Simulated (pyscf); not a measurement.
This saddle point was located with ωB97X-D3(BJ)/def2-SVP in PySCF.

```xyz
8

P     -0.4669     0.5752    -1.1564
Si    -0.2576    -0.7845     0.7200
H      0.4870     1.5279    -0.6934
H     -1.5790     1.2958    -0.6311
H      1.0834    -1.3855     0.4490
H     -0.3374     0.2217     1.8289
H     -1.4451    -1.6706     0.5262
H     -0.1012    -1.7622     2.1976
```
Charge 0, spin multiplicity 2.

Surface: doublet, charge 0. Lowest wavenumbers (cm⁻¹): 632i, 169, 221, 288, 416.

Task: Name the species on either side of this saddle.

Result: H₃Si–PH₂ + H atom (H•) <-> PH₂• + silane (SiH₄), a substitution at Si read from left to right: P–Si broken and H–Si formed. At CCSD(T)/def2-TZVPP + ΔMP2(QZVPP) it lies +23.3 kJ/mol from the left side and +119.0 kJ/mol from the right (each side as separated species at their lowest minima found). This is the saddle that the search found; another between the same sides may lie lower. The angle at the attacked Si is 178°. The CCSD(T) − MP2 part came from Ansatz, without density fitting, on the same reference.
